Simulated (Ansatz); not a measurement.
# BCl (SMILES [B]Cl): levels of theory compared

Wanted: a comparison of 6 runs (CAM-B3LYP/STO-3G, UB3LYP/STO-3G, UPBE0/STO-3G, r2SCAN0/STO-3G, revPBE/STO-3G, CCSDTQ/STO-3G) of BCl. 

Program for the calculation: Ansatz 0.2.0.

40 further runs of the same task are left out: 1 that didn't finish, 39 set aside as unsound or not needed.

## (1) The system as given

The species is BCl (2 atoms), meant as a singlet with charge 0. SMILES: `[B]Cl`. The Cl2–B1 distance was set to 3.436 Å, away from the relaxed value.

## (2) A single-point energy at CAM-B3LYP/STO-3G (run 1)

run.yaml

```yaml
basis:
  gaussian: {orbitals: STO-3G}
crystal:
  periodic: [false, false, false]
  atoms:
    - {symbol: B, position_ang: [-0.000000, -0.000000, -1.787510]}
    - {symbol: Cl, position_ang: [0.000000, 0.000000, 1.648190]}
accuracy: high
hamiltonian: {xc: {name: CAM-B3LYP}}
```

The run is started by

```bash
$ ansatz run run.yaml --threads 1 --pin off --max-ram 3480MiB --events-out events.jsonl --progress --plain --runs-dir runs
```

Standard output:

```text
Warning: RAYON_NUM_THREADS=1 ignored (pool sized by the plan → 1); use --threads N
Functional definition: CAM-B3LYP
  name "CAM-B3LYP"
  parameter alpha = 0.19
  parameter beta = 0.46
  parameter omega = 0.33/bohr
  parameter ac = 0.81
  exchange = (1 - alpha - beta)*b88_x + beta*b88_x_sr(omega) + alpha*exact_x + beta*exact_x_lr(omega)
  correlation = (1 - ac)*vwn5_c + ac*lyp_c
206 factors; integrals over basis functions are off by at most 1.0e-8 eV
106 factors; integrals over basis functions are off by at most 1.8e-9 eV
mean field evaluation 1: about -13041.7057 eV, gradient 4.4e0 eV
mean field evaluation 2: about -12766.3693 eV, gradient 5.9e1 eV
mean field evaluation 4: about -12834.7742 eV, gradient 1.8e2 eV
mean field evaluation 8: about -13044.4690 eV, gradient 8.7e-3 eV
mean field evaluation 16: about -13044.0838 eV, gradient 2.2e0 eV
mean field -13044.46902152 eV, -479.3753946821 hartree, gradient 2.4e-8 eV, S^2 0.000000; 1 other end points of the search recorded, 0 dependent functions left out
reference -13044.46903358 eV, -479.3753951252 hartree; 11, 11 occupied and 3, 3 virtual orbitals, 206 factors
Total energy: -13044.46903358 eV, -479.3753951252 hartree
```

Wall time 0.44 s (1 thread of Intel Xeon Platinum 8488C (Sapphire Rapids), shared host).

## (3) The energy at UB3LYP/STO-3G (run 2)

molecule.yaml

```yaml
crystal:
  periodic: [false, false, false]
  atoms:
    - {symbol: B, position_ang: [-0.000000, -0.000000, -1.787510]}
    - {symbol: Cl, position_ang: [0.000000, 0.000000, 1.648190]}
basis:
  gaussian:
    orbitals: STO-3G
magnetization:
  spin_polarized: true
hamiltonian:
  xc: {name: B3LYP}
accuracy: high
```

The run is started by

```bash
$ ansatz run molecule.yaml --threads 1 --pin off --max-ram 3480MiB --events-out events.jsonl --progress --plain --runs-dir runs
```

Standard output:

```text
Warning: RAYON_NUM_THREADS=1 ignored (pool sized by the plan → 1); use --threads N
Functional definition: B3LYP
  name "B3LYP"
  parameter a0 = 0.2
  parameter ax = 0.72
[... 1 set-up line as earlier in the session ...]
  exchange = (1 - a0 - ax)*slater_x + ax*b88_x + a0*exact_x
  correlation = (1 - ac)*vwn_rpa_c + ac*lyp_c
206 factors; integrals over basis functions are off by at most 1.0e-8 eV
mean field evaluation 1: about -13042.5484 eV, gradient 3.4e0 eV
mean field evaluation 2: about -12764.5209 eV, gradient 2.7e1 eV
mean field evaluation 4: about -12765.0980 eV, gradient 3.1e1 eV
mean field evaluation 8: about -13045.9119 eV, gradient 6.4e-3 eV
mean field evaluation 16: about -13046.2850 eV, gradient 1.5e-4 eV
mean field evaluation 32: about -13045.3509 eV, gradient 9.3e-1 eV
mean field evaluation 64: about -13046.2477 eV, gradient 8.3e-1 eV
mean field -13046.28502765 eV, -479.4421316766 hartree, gradient 6.0e-8 eV, S^2 0.559374; 7 other end points of the search recorded, 0 dependent functions left out
reference -13046.28505252 eV, -479.4421325904 hartree; 11, 11 occupied and 3, 3 virtual orbitals, 206 factors
Total energy: -13046.28505252 eV, -479.4421325904 hartree
```

Run time: 1.4 s. Hardware: 1 thread of Intel Xeon Platinum 8488C (Sapphire Rapids), shared host; peak memory 0.11 GiB.

Runs 3 to 4 aren't shown in full; the table further down has their settings and results.

## (4) The energy at revPBE/STO-3G (run 5)

input.yaml

```yaml
crystal:
  periodic: [false, false, false]
  atoms:
    - {symbol: B, position_ang: [-0.000000, -0.000000, -1.787510]}
    - {symbol: Cl, position_ang: [0.000000, 0.000000, 1.648190]}
basis:
  gaussian:
    orbitals: STO-3G
hamiltonian:
  xc: {name: revPBE}
accuracy: high
```

The run is started by

```bash
$ ansatz run input.yaml --threads 1 --pin off --max-ram 3480MiB --events-out events.jsonl --progress --plain --runs-dir runs
```

Standard output:

```text
Warning: RAYON_NUM_THREADS=1 ignored (pool sized by the plan → 1); use --threads N
Functional definition: revPBE
  name "revPBE"
  parameter kappa = 1.245
  parameter beta = 0.06672455060314922
  exchange = pbe_x(kappa = kappa, mu = beta*pi^2/3)
  correlation = pbe_c(beta = beta)
206 factors; integrals over basis functions are off by at most 1.0e-8 eV
mean field evaluation 1: about -13040.0737 eV, gradient 5.2e0 eV
mean field evaluation 2: about -12761.1585 eV, gradient 3.5e1 eV
mean field evaluation 4: about -12761.3369 eV, gradient 3.6e1 eV
mean field evaluation 8: about -13044.0481 eV, gradient 2.2e-1 eV
mean field evaluation 16: about -13044.0468 eV, gradient 2.5e-8 eV
mean field evaluation 32: about -12954.0486 eV, gradient 1.2e2 eV
mean field -13044.04677461 eV, -479.3598773945 hartree, gradient 2.5e-8 eV, S^2 0.000000; 1 other end points of the search recorded, 0 dependent functions left out
reference -13044.04677664 eV, -479.3598774691 hartree; 11, 11 occupied and 3, 3 virtual orbitals, 206 factors
Total energy: -13044.04677664 eV, -479.3598774691 hartree
```

It took 0.42 s on 1 thread of Intel Xeon Platinum 8488C (Sapphire Rapids), shared host.

## (5) A single-point energy at CCSDTQ/STO-3G (run 6)

molecule.yaml

```yaml
crystal:
  periodic: [false, false, false]
  atoms:
    - {symbol: B, position_ang: [-0.000000, -0.000000, -1.787510]}
    - {symbol: Cl, position_ang: [0.000000, 0.000000, 1.648190]}
basis:
  gaussian: {orbitals: STO-3G}
correlation: {method: ccsdtq, frozen_orbitals: {B: 1, Cl: 5}}
accuracy: high
scf: {omitted_lower_state_checks: [cluster_reference, increment]}
```

The run is started by

```bash
$ ansatz run molecule.yaml --threads 1 --pin off --max-ram 3480MiB --events-out events.jsonl --progress --plain --runs-dir runs
```

Standard output:

```text
Warning: RAYON_NUM_THREADS=1 ignored (pool sized by the plan → 1); use --threads N
[... 11 lines left out ...]
6 core orbitals not correlated: weight in the atoms' cores, before any rotation towards them, 1.000 or more for the frozen orbitals, at most 0.000 for the correlated occupied ones
[... 128 lines left out ...]
WARN: these amplitudes may be one of several solutions (largest doubles amplitude 0.73, level shift 14.08 eV)
Total energy: -13027.22052743 eV, -478.7415242157 hartree
Checks for a lower state left out: cluster_reference, increment
```

Wall time 3.3 s (1 thread of Intel Xeon Platinum 8488C (Sapphire Rapids), shared host); peak memory 0.14 GiB.

## (6) Overview of the runs

```
run             level  frozen core orbitals  energy (Eh)  wall time
  1  CAM-B3LYP/STO-3G                     –  -479.375395     0.44 s
  2     UB3LYP/STO-3G                     –  -479.442133      1.4 s
  3      UPBE0/STO-3G                     –  -479.265924      1.4 s
  4    r2SCAN0/STO-3G                     –  -479.401713     0.93 s
  5     revPBE/STO-3G                     –  -479.359877     0.42 s
  6     CCSDTQ/STO-3G                     6  -478.741524      3.3 s
```

## (7) Outcome

```
                                          quantity          value
                               run 6: total energy  -478.74152 Eh
run 6: correlation energy (6 core orbitals frozen)     -113.3 mEh
                              run 6: T1 diagnostic          0.148
```

Totals of different functionals can't be ranked against each other. In run 6 the log says that unrestricted orbitals would lower the reference, so the values rest on an unstable closed-shell determinant (other closed-shell runs at this shape may share the fault). In runs 1, 2, 3, 4, 5, 6 the basis is minimal, so the values are rough. Spin contamination of the reference: run 3 ⟨S²⟩ = 0.57, run 2 ⟨S²⟩ = 0.56. All runs together took 7.9 s, the longest 3.3 s.
